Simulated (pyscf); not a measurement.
**Hydrogen shift: `[CH2][CH]=[NH]` [doublet] -> `[CH]=[CH][NH2]` [doublet]**

Gas phase, doublet surface, charge 0. Bonds broken: C2–H6. Bonds formed: N5–H6. Single points on ωB97X-D3(BJ)/def2-SVP structures (PySCF, gas phase). Correlated levels are frozen-core, on RHF or UHF. ΔMP2 is the change of the MP2 total energy from the triple- to the quadruple-zeta basis.

Transition state (Å):

```xyz
7

C     -0.5230     0.2672     0.0479
C      0.5958    -0.1069    -0.7083
H     -0.8168     1.2077     0.5348
H      1.4046     0.6134    -0.9107
N     -1.2742    -0.8357     0.0918
H     -0.3616    -1.3305    -0.5897
H     -2.1698    -0.9148     0.5759
```

One imaginary mode, 1779i cm⁻¹; descent along it reached the two sides named.

```csv
bond,change,reactant side (Å),saddle,product side
C2–H6,breaks,1.095,1.558,2.6
N5–H6,forms,2.6,1.242,1.015
```

Electronic energies relative to the reactant's lowest minimum found (kcal/mol):

```tsv
level	barrier	reaction energy	reverse barrier
ωB97X-D3(BJ)/def2-TZVP	65.6	+25.0	40.5
PBE/def2-TZVP	58.2	+23.2	34.9
r²SCAN/def2-TZVP	62.7	+23.8	38.9
B3LYP-D3(BJ)/def2-TZVP	64.3	+24.7	39.7
PBE0-D3(BJ)/def2-TZVP	62.6	+23.4	39.2
M06-2X/def2-TZVP	63.3	+21.6	41.7
ωB97M-D3(BJ)/def2-TZVP	63.7	+24.3	39.5
HF/def2-TZVP	82.7	+27.2	55.5
MP2/def2-QZVPP	59.2	+20.1	39.2
CCSD/def2-TZVPP	68.1	+24.3	43.9
CCSD(T)/def2-TZVPP	65.4	+24.1	41.3
CCSD(T)/def2-TZVPP + ΔMP2(QZVPP)	64.8	+23.6	41.3
```

With CCSD(T)/def2-TZVPP + ΔMP2(QZVPP) energies and thermal terms (ideal gas, 1 atm, RRHO with modes under 100 cm⁻¹ raised to 100, one conformer, R ln 2 for rigid chiral ones), in kcal/mol:

```tsv
T (K)	ΔH‡	ΔG‡	ΔH	ΔG
298	61.5	61.3	+23.9	+23.1
600	61.3	61.1	+24.2	+22.3
900	61.1	61.0	+24.3	+21.3
1200	60.8	61.1	+24.3	+20.3
```

The same reactants have a lower exit, to H₂C=C=NH + H• (no saddle counted: cutting one bond, which may have a small barrier of its own, costs +50.5 kcal/mol at ωB97M-D3(BJ), against +63.7 kcal/mol here). This is the saddle that the search found; another between the same sides may lie lower. The CCSD(T) − MP2 part came from Ansatz, without density fitting, on the same reference. A UHF reference is spin-contaminated (<S²> up to 0.97), which harms MP2 most.
